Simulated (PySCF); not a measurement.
PySCF input file for nitrous oxide anion (N2O), SMILES N#[N+][O-] (connectivity only; charge and spin as stated), charge -1, multiplicity 2, PBE/pcH-1. Geometry optimised at B3LYP-D3(BJ)/def2-TZVPD. The multiplicity is an assumed one; other spin states were not compared.

```python
import numpy as np
from pyscf import gto, scf, dft
from pyscf.prop.hfc import uks as hfc
from pyscf.prop.gtensor import uks as gtensor

mol = gto.M(
    atom='''
    N     0.17732160   -1.17343424    0.00000000
    N    -0.33257131   -0.10390753    0.00000000
    O     0.13584350    1.11767405    0.00000000
    ''',
    basis='pcH-1',
    charge=-1,
    spin=1,
    max_memory=1600,
    verbose=3,
)
mf = dft.UKS(mol, xc='pbe')
mf.grids.level = 3
mf.conv_tol = 1e-10
mf.max_cycle = 100
mf.kernel()
fine, coarse = mf.grids, dft.Grids(mol).set(level=1).build(with_non0tab=True)
for _ in range(3):  # follow internal instabilities
    mf.grids = coarse
    mo, _, stable, _ = mf.stability(return_status=True, nroots=4)
    mf.grids = fine
    if stable:
        break
    mf.kernel(mf.make_rdm1(mo, mf.mo_occ))
A = hfc.HFC(mf).make_fcdip(mf.make_rdm1())  # Fermi contact and dipolar terms, MHz
print('atom   A(iso)/MHz   principal dipolar parts/MHz')
for i, a in enumerate(A):
    w = np.linalg.eigvalsh((a + a.T) / 2)
    print(f'{mol.atom_symbol(i):2s}{i + 1:3d} {w.mean():12.2f}', (w - w.mean()).round(2))
gt = gtensor.GTensor(mf)
gt.dia_soc2e, gt.para_soc2e, gt.so_eff_charge = None, None, True
gt.max_cycle_cphf = 60
g = gt.kernel()
```

Output:

```

WARN: HOMO -0.159077467006906 >= LUMO -0.159077467006906

converged SCF energy = -184.46853971832  <S^2> = 0.75178306  2S+1 = 2.0017823
<class 'pyscf.dft.uks.UKS'> wavefunction is stable in the internal stability analysis
atom   A(iso)/MHz   principal dipolar parts/MHz
N   1        13.51 [-25.09 -24.91  50.  ]
N   2       103.07 [-14.69 -14.43  29.12]
O   3       -56.92 [-82.4   40.94  41.46]
SOC(1e)/OZ [-0.00030259 -0.00885167  0.00284339]
free electron g 2.00231930436182
g-tensor total [2.00180538 1.99331511 2.00491849]
g-shift (ppt) [-0.51392919 -9.00419711  2.59918781]
```

The run converged.
